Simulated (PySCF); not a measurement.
SiB⁺, PBE0: how much the basis matters

PySCF, UKS reference; triplet, unpaired electrons σ ↑, π ↑; De to Si⁺ + B without counterpoise correction.

```json
{"basis": "STO-3G", "relativity": "no relativity", "functions": "14", "Re (Å)": "2.026", "ωe (cm⁻¹)": "724", "De (eV)": "3.97", "μ (D)": "0.86"}
{"basis": "6-31G(d,p)", "relativity": "no relativity", "functions": "32", "Re (Å)": "2.108", "ωe (cm⁻¹)": "542", "De (eV)": "2.84", "μ (D)": "0.75"}
{"basis": "def2-TZVP", "relativity": "no relativity", "functions": "68", "Re (Å)": "2.095", "ωe (cm⁻¹)": "554", "De (eV)": "2.81", "μ (D)": "0.57"}
{"basis": "def2-TZVPPD", "relativity": "no relativity", "functions": "85", "Re (Å)": "2.095", "ωe (cm⁻¹)": "553", "De (eV)": "2.81", "μ (D)": "0.56"}
```

(1) How does each smaller set differ from the one with most functions, def2-TZVPPD?

A positive dipole points towards B; it is taken about the centre of mass and depends on that origin. For an ion De counts to the pair picked by the measured ionisation energies or electron affinities, which need not be the lowest pair at this level. STO-3G is very small, so such numbers show the basis as much as the molecule. The state was picked by a PBE0 search and need not be the measured ground state.

Answers

(1) STO-3G: -6.9 pm, +30.9 % in ωe, +1.16 eV in De; 6-31G(d,p): +1.3 pm, -2.0 % in ωe, +0.03 eV in De; def2-TZVP: +0.0 pm, +0.2 % in ωe, +0.00 eV in De. All at PBE0; the set with most functions is neither the basis-set limit nor always the best.
